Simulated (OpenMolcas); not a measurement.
B2 (SMILES B#B): the energy, rung by rung

B2 has 2 atoms, charge 0, and is taken as a triplet. SMILES: `B#B`. The shape is that of a GFN2-xTB optimisation.

```xyz
2

B     0.0000    0.0000    0.0000
B     0.0000    0.0000    1.4051
```

Each level gives the energy change with the B1–B2 bond stretched from 1.405 to 2.108 Å (eV). The values are calculated.

```json
{"level": "ROHF/pcseg-0", "kind": "Hartree–Fock", "program": "OpenMolcas", "value (eV)": "-1.11", "less FCI/pcseg-0": "-1.18"}
{"level": "USVWN5/pcseg-0", "kind": "LDA", "program": "OpenMolcas", "value (eV)": "0.17", "less FCI/pcseg-0": "+0.10"}
{"level": "UPBE/pcseg-0", "kind": "GGA", "program": "OpenMolcas", "value (eV)": "-0.04", "less FCI/pcseg-0": "-0.11"}
{"level": "U-r2SCAN/pcseg-0", "kind": "meta-GGA", "program": "OpenMolcas", "value (eV)": "-0.20", "less FCI/pcseg-0": "-0.27"}
{"level": "UPBE0/pcseg-0", "kind": "global hybrid", "program": "OpenMolcas", "value (eV)": "-0.25", "less FCI/pcseg-0": "-0.32"}
{"level": "MRCI(4,4)/pcseg-0", "kind": "multireference", "program": "OpenMolcas", "value (eV)": "0.11", "less FCI/pcseg-0": "+0.04"}
{"level": "ROCCSD(T)/pcseg-0", "kind": "coupled cluster or CI", "program": "OpenMolcas", "value (eV)": "0.09", "less FCI/pcseg-0": "+0.02"}
{"level": "FCI/3-21G", "kind": "exact in the basis", "program": "OpenMolcas", "value (eV)": "0.09", "less FCI/pcseg-0": "+0.02"}
{"level": "FCI/pcseg-0", "kind": "exact in the basis", "program": "OpenMolcas", "value (eV)": "0.07", "less FCI/pcseg-0": "0.00"}
```

FCI/pcseg-0 is exact within its basis and frozen core, so for wave-function methods in that basis the difference is their error; functionals converge differently with the basis, so for them it is only a difference. The first shape isn't each level's own minimum. The values span -1.11 to 0.17 eV. All rows use very small basis sets, so none should be taken for the real molecule's value.
